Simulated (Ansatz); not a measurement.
# Cobalt, hcp under RPBE: from relaxation to bulk modulus

The plan for cobalt in the hcp structure: relax it, solve it on a dense k-mesh, switch on spin-orbit coupling, then scale the cell to 7 volumes from 88 to 112 % of the relaxed one and try a fit of the equation of state. The start is ferromagnetic. The k-meshes are 14×14×8 for the relaxation; 23×23×13 for the dense run; 14×14×8 for spin-orbit coupling; 23×23×13 for the volumes. The starting cell is the deposited one, from the Crystallography Open Database.

Method: DFT RPBE, plane waves (420 eV) with PAW, scalar-relativistic; PBE-made PAW files, in Ansatz 0.2.0.

### 1 The structure to begin with

Symmetry: P6_3/mmc, No. 194, hexagonal system. The conventional cell has a = 2.507 Å, b = 2.507 Å, c = 4.069 Å, α = 90.00°, β = 90.00°, γ = 120.00°. Co (site symmetry -6m2) is surrounded by 12 Co at 2.50 to 2.51 Å.

Structure file:

```
CELL_PARAMETERS angstrom
2.50710 0.00000 0.00000
-1.25355 2.17121 0.00000
0.00000 0.00000 4.06860
ATOMIC_POSITIONS crystal
Co 0.33333 0.66667 0.25000
Co 0.66667 0.33333 0.75000
```

The atoms start with moments of +1.7 ×2 μB.

### 2 Relaxing cell and atoms

Input file input.yaml:

```yaml
crystal:
  lattice:
    - [2.5070990085, 0.0, 0.0]
    - [-1.2535495042, 2.1712114311, 0.0]
    - [0.0, 0.0, 4.0686]
  atoms:
    - { symbol: Co, position: [0.3333333333, 0.6666666667, 0.25], spin: 1.7 }
    - { symbol: Co, position: [0.6666666667, 0.3333333333, 0.75], spin: 1.7 }
hamiltonian:
  xc: rpbe
  pseudopotentials:
    kind: paw
    azcp:
      Co: "pseudopotentials/Co.paw.azcp"
basis:
  ecutwfc: 420
  fft_grid_basis: typed
kpoints:
  mp_grid: { grid: [14, 14, 8], shift: [0, 0, 0] }
magnetization:
  spin_polarized: true
scf:
  occupations: { method: fermi_dirac, width: 0.05 }
relax:
  max_steps: 60
  f_tol: 0.01
  cell: {}
```

The runs that follow: Dense single point; A two-component run at the same geometry; The cell scaled to 88 % of its volume; The cell scaled to 92 % of its volume; The cell scaled to 96 % of its volume; The cell scaled to 100 % of its volume; The cell scaled to 104 % of its volume; The cell scaled to 108 % of its volume; The cell scaled to 112 % of its volume.

What does the calculation give? Wanted: space group; conventional cell; volume; shortest distance; gap on the mesh; magnetic state; magnetic state with spin-orbit coupling; V₀, B₀, B₀′.

The runs gave:

| quantity | value |
| --- | --- |
| space group (spins left aside) | P6_3/mmc (No. 194) |
| conventional cell | a = 2.519 Å, c = 4.069 Å (c/a = 1.615) |
| volume | 11.184 Å³/atom |
| shortest distance | 2.501 Å |
| against the deposited volume | +1.0 % (11.074 Å³/atom) |
| gap on the mesh | none (levels filled in part) |
| magnetic state | ferromagnetic, up to 1.73 μB per atom |
| magnetic state with spin-orbit coupling | ferromagnetic, up to 1.67 μB per atom |
| V₀, B₀, B₀′ | 11.161 Å³/atom, 192 GPa, 5.0 |

**Reading.** The volume comes out 1.0 % larger than measured. Zero-point motion and any thermal expansion in the deposited cell, which the calculation lacks, would widen the miss. It ends ferromagnetic, with up to 1.73 μB per atom. Levels at the Fermi energy are filled in part, as in a metal. In the spin-orbit run the largest spin moment goes from 1.73 to 1.67 μB; mesh and site projection of the two kinds of run can differ, so the change can't be laid on spin-orbit coupling. Totals with and without spin-orbit coupling (-0.25 eV/atom apart) can't be read as binding, since the two-component data shift the zero of energy. The fitted modulus is 192 GPa; letting shape and positions relax at each volume could only lower it.
